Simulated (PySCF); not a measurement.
PySCF input (M06-2X/6-311+G**):

```python
from pyscf import gto, dft

mol = gto.M(
    atom='''
    C    -0.00226556    0.74468015   -0.37592749
    O     0.04576652    0.09443684    0.82068210
    C     0.04828699   -0.69904179   -0.41916867
    H    -0.78219807    1.46229338   -0.61082909
    H    -0.84845617   -1.29597784   -0.55285518
    H     0.98839347   -1.19564042   -0.63119565
    ''',
    basis='6-311+g**',
    charge=0,
    spin=1,
    verbose=4,
)

mf = dft.UKS(mol, xc='m062x')
mf.grids.level = 4
mf.conv_tol = 1e-9
mf.max_cycle = 100
mf.max_memory = 1500
mf.kernel()
if not mf.converged:
    mf = mf.newton()
    mf.kernel(mf.make_rdm1())
mo, _, stable, _ = mf.stability(return_status=True)
if not stable:
    mf.kernel(mf.make_rdm1(mo, mf.mo_occ))
    stable = mf.stability(return_status=True)[2]
mf.dip_moment()
```

Output:

```
PySCF version 2.14.0

[INPUT] verbose = 4
[INPUT] num. atoms = 6
[INPUT] num. electrons = 23
[INPUT] charge = 0
[INPUT] spin (= nelec alpha-beta = 2S) = 1
[INPUT] symmetry False subgroup None
[INPUT] Mole.unit = angstrom
[INPUT] Symbol           X                Y                Z      unit          X                Y                Z       unit  Magmom
[INPUT]  1 C     -0.002265560000   0.744680150000  -0.375927490000 AA   -0.004281287919   1.407241533900  -0.710399998795 Bohr   0.0
[INPUT]  2 O      0.045766520000   0.094436840000   0.820682100000 AA    0.086486188474   0.178459763669   1.550864404333 Bohr   0.0
[INPUT]  3 C      0.048286990000  -0.699041790000  -0.419168670000 AA    0.091249186480  -1.320997532726  -0.792113986298 Bohr   0.0
[INPUT]  4 H     -0.782198070000   1.462293380000  -0.610829090000 AA   -1.478140127463   2.763334001965  -1.154299689017 Bohr   0.0
[INPUT]  5 H     -0.848456170000  -1.295977840000  -0.552855180000 AA   -1.603349789997  -2.449043181105  -1.044744876747 Bohr   0.0
[INPUT]  6 H      0.988393470000  -1.195640420000  -0.631195650000 AA    1.867792961609  -2.259432937260  -1.192786909517 Bohr   0.0

nuclear repulsion = 68.6496498747101
number of shells = 42
number of NR pGTOs = 129
number of NR cGTOs = 84
basis = 6-311+g**
ecp = {}

******** <class 'pyscf.dft.uks.UKS'> ********
method = UKS
initial guess = minao
damping factor = 0
level_shift factor = 0
DIIS = <class 'pyscf.scf.diis.CDIIS'>
diis_start_cycle = 1
diis_space = 8
diis_damp = 0
SCF conv_tol = 1e-09
SCF conv_tol_grad = None
SCF max_cycles = 100
direct_scf = True
direct_scf_tol = 1e-13
number electrons alpha = 12  beta = 11
XC library pyscf.dft.libxc version 7.1.2
    S. Lehtola, C. Steigemann, M. J. T. Oliveira, and M. A. L. Marques,  SoftwareX 7, 1–5 (2018)
XC functionals = m062x
    Y. Zhao and D. G. Truhlar,  Theor. Chem. Acc. 120, 215 (2008)
    Y. Zhao and D. G. Truhlar,  Theor. Chem. Acc. 120, 215 (2008)
radial grids:
    Treutler-Ahlrichs [JCP 102, 346 (1995); DOI:10.1063/1.469408] (M4) radial grids

becke partition: Becke, JCP 88, 2547 (1988); DOI:10.1063/1.454033
pruning grids: <function nwchem_prune>
grids dens level: 4
symmetrized grids: False
atomic radii adjust function: <function treutler_atomic_radii_adjust>
small_rho_cutoff = 0
Set gradient conv threshold to 3.16228e-05
tot grids = 132600
init E= -153.565757598873
  alpha nocc = 12  HOMO = -0.159365197234489  LUMO = 0.00525426345851984
  beta  nocc = 11  HOMO = -0.364047152231591  LUMO = -0.159365197234489

WARN: HOMO -0.159365197234489 >= LUMO -0.159365197234489

cycle= 1 E= -153.03764335144  delta_E= 0.528  |g|= 0.353  |ddm|= 1.45
  alpha nocc = 12  HOMO = -0.237865697535558  LUMO = 0.012343137142359
  beta  nocc = 11  HOMO = -0.32552195723629  LUMO = -0.0375791317330574
  HOMO = -0.237865697536  LUMO = -0.0375791317331  gap/eV = 5.45008
cycle= 2 E= -152.987827820051  delta_E= 0.0498  |g|= 0.535  |ddm|= 0.684
  alpha nocc = 12  HOMO = -0.270161597966521  LUMO = 0.0211894643309759
  beta  nocc = 11  HOMO = -0.389486697784785  LUMO = -0.0375477870995233
  HOMO = -0.270161597967  LUMO = -0.0375477870995  gap/eV = 6.32974
cycle= 3 E= -153.09110933926  delta_E= -0.103  |g|= 0.036  |ddm|= 0.366
  alpha nocc = 12  HOMO = -0.271842972809559  LUMO = 0.0234077593560292
  beta  nocc = 11  HOMO = -0.38313268405342  LUMO = -0.0300932194198253
  HOMO = -0.27184297281  LUMO = -0.0300932194198  gap/eV = 6.57835
cycle= 4 E= -153.091858648197  delta_E= -0.000749  |g|= 0.0114  |ddm|= 0.0467
  alpha nocc = 12  HOMO = -0.275998162024301  LUMO = 0.0234746827649184
  beta  nocc = 11  HOMO = -0.385644968782439  LUMO = -0.0287970473884691
  HOMO = -0.275998162024  LUMO = -0.0287970473885  gap/eV = 6.72668
cycle= 5 E= -153.092014564688  delta_E= -0.000156  |g|= 0.00602  |ddm|= 0.019
  alpha nocc = 12  HOMO = -0.275722198949556  LUMO = 0.0236835574409437
  beta  nocc = 11  HOMO = -0.383995646261685  LUMO = -0.0272974618650004
  HOMO = -0.27572219895  LUMO = -0.027297461865  gap/eV = 6.75998
cycle= 6 E= -153.092052861006  delta_E= -3.83e-05  |g|= 0.00235  |ddm|= 0.00886
  alpha nocc = 12  HOMO = -0.276248510665766  LUMO = 0.0236521872601986
  beta  nocc = 11  HOMO = -0.384132591058662  LUMO = -0.0270235639083864
  HOMO = -0.276248510666  LUMO = -0.0270235639084  gap/eV = 6.78176
cycle= 7 E= -153.092064027153  delta_E= -1.12e-05  |g|= 0.000931  |ddm|= 0.00707
  alpha nocc = 12  HOMO = -0.2765318890552  LUMO = 0.0236858128112469
  beta  nocc = 11  HOMO = -0.384269416668416  LUMO = -0.0271152836948119
  HOMO = -0.276531889055  LUMO = -0.0271152836948  gap/eV = 6.78697
cycle= 8 E= -153.092065392585  delta_E= -1.37e-06  |g|= 0.000483  |ddm|= 0.00243
  alpha nocc = 12  HOMO = -0.276423858887803  LUMO = 0.0236886940870256
  beta  nocc = 11  HOMO = -0.384283681069445  LUMO = -0.0270131003688228
  HOMO = -0.276423858888  LUMO = -0.0270131003688  gap/eV = 6.78681
cycle= 9 E= -153.092065724736  delta_E= -3.32e-07  |g|= 0.000181  |ddm|= 0.0011
  alpha nocc = 12  HOMO = -0.276448248429237  LUMO = 0.0236877380543664
  beta  nocc = 11  HOMO = -0.384304445162987  LUMO = -0.0270330912116385
  HOMO = -0.276448248429  LUMO = -0.0270330912116  gap/eV = 6.78693
cycle= 10 E= -153.092065772043  delta_E= -4.73e-08  |g|= 4.63e-05  |ddm|= 0.000591
  alpha nocc = 12  HOMO = -0.276444217618561  LUMO = 0.0236877599977545
  beta  nocc = 11  HOMO = -0.384314758084897  LUMO = -0.0270320194730154
  HOMO = -0.276444217619  LUMO = -0.027032019473  gap/eV = 6.78685
cycle= 11 E= -153.092065776244  delta_E= -4.2e-09  |g|= 1.58e-05  |ddm|= 0.000122
  alpha nocc = 12  HOMO = -0.276445998240316  LUMO = 0.0236878549826784
  beta  nocc = 11  HOMO = -0.384316309415185  LUMO = -0.0270319822735594
  HOMO = -0.27644599824  LUMO = -0.0270319822736  gap/eV = 6.78690
cycle= 12 E= -153.092065776737  delta_E= -4.93e-10  |g|= 4.86e-06  |ddm|= 4.32e-05
  alpha nocc = 12  HOMO = -0.276445854259126  LUMO = 0.0236876048065765
  beta  nocc = 11  HOMO = -0.38431651121629  LUMO = -0.0270317195811138
  HOMO = -0.276445854259  LUMO = -0.0270317195811  gap/eV = 6.78690
Extra cycle  E= -153.092065776776  delta_E= -3.91e-11  |g|= 3.32e-06  |ddm|= 9.26e-06
converged SCF energy = -153.092065776776  <S^2> = 0.75433906  2S+1 = 2.0043344
uhf_internal: lowest eigs of H = [0.35183491 0.3814247  0.40073283]
<class 'pyscf.dft.uks.UKS'> wavefunction is stable in the internal stability analysis
Dipole moment(X, Y, Z, Debye): -0.69802, -0.67376, -1.64879
```

The geometry given is a B3LYP-D3(BJ)/def2-TZVP minimum.
